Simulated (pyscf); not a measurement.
**Hydrogen abstraction: H₂C=CH₂ + CH₃• → •HC=CH₂ + CH₄**

Gas phase, doublet surface, charge 0. Bonds broken: C1–H3. Bonds formed: H3–C7. Structures and frequencies: ωB97X-D3(BJ)/def2-SVP in PySCF. Correlated levels are frozen-core, on RHF or UHF. ΔMP2 is the change of the MP2 total energy from the triple- to the quadruple-zeta basis.

Transition state (Å):

```xyz
10

C     -1.6719    -0.4523     0.0474
C     -2.1121     0.3923     0.9675
H     -0.4714    -0.1766    -0.5342
H     -2.1659    -1.3634    -0.3101
H     -3.0702     0.2425     1.4836
H     -1.5345     1.2805     1.2530
C      0.6893     0.1665    -1.0385
H      0.5073     0.3587    -2.1036
H      0.9912     1.0658    -0.4862
H      1.3554    -0.6878    -0.8626
```

One imaginary mode, 1680i cm⁻¹; descent along it reached the two sides named.

| bond | change | reactant side (Å) | saddle | product side |
|---|---|---|---|---|
| C1–H3 | breaks | 1.096 | 1.362 | 2.8 |
| H3–C7 | forms | 2.8 | 1.311 | 1.100 |

Electronic energies relative to the separated reactants (kJ/mol):

```
level                             barrier  reaction energy  reverse barrier
--------------------------------  -------  ---------------  ---------------
ωB97X-D3(BJ)/def2-TZVP               68.9            +21.8             47.1
PBE/def2-TZVP                        44.9            +14.8             30.1
r²SCAN/def2-TZVP                     60.3            +19.3             41.1
B3LYP-D3(BJ)/def2-TZVP               62.2            +21.2             40.9
PBE0-D3(BJ)/def2-TZVP                58.6            +20.0             38.7
M06-2X/def2-TZVP                     73.1            +19.1             54.0
ωB97M-D3(BJ)/def2-TZVP               74.1            +22.6             51.5
HF/def2-TZVP                        130.6            +20.8            109.8
MP2/def2-QZVPP                      107.1            +50.6             56.4
CCSD/def2-TZVPP                      89.1            +25.5             63.6
CCSD(T)/def2-TZVPP                   80.8            +24.9             55.9
CCSD(T)/def2-TZVPP + ΔMP2(QZVPP)     80.6            +25.7             54.9
```

With CCSD(T)/def2-TZVPP + ΔMP2(QZVPP) energies and thermal terms (ideal gas, 1 atm, RRHO with modes under 100 cm⁻¹ raised to 100, one conformer, R ln 2 for chiral ones without a mode under 150 cm⁻¹), in kJ/mol:

```json
[
 {"T (K)": "298", "ΔH‡": "73.5", "ΔG‡": "106.8", "ΔH": "+27.2", "ΔG": "+25.6"},
 {"T (K)": "600", "ΔH‡": "75.1", "ΔG‡": "140.2", "ΔH": "+26.2", "ΔG": "+24.3"},
 {"T (K)": "900", "ΔH‡": "78.3", "ΔG‡": "172.0", "ΔH": "+25.6", "ΔG": "+23.5"},
 {"T (K)": "1200", "ΔH‡": "81.9", "ΔG‡": "202.7", "ΔH": "+25.3", "ΔG": "+22.9"}
]
```

One saddle was located; it need not be the lowest between these sides. The angle at the transferred H is 176°. The CCSD(T) − MP2 part came from Ansatz, without density fitting, on the same reference. A UHF reference is spin-contaminated (<S²> up to 0.96), which harms MP2 most.
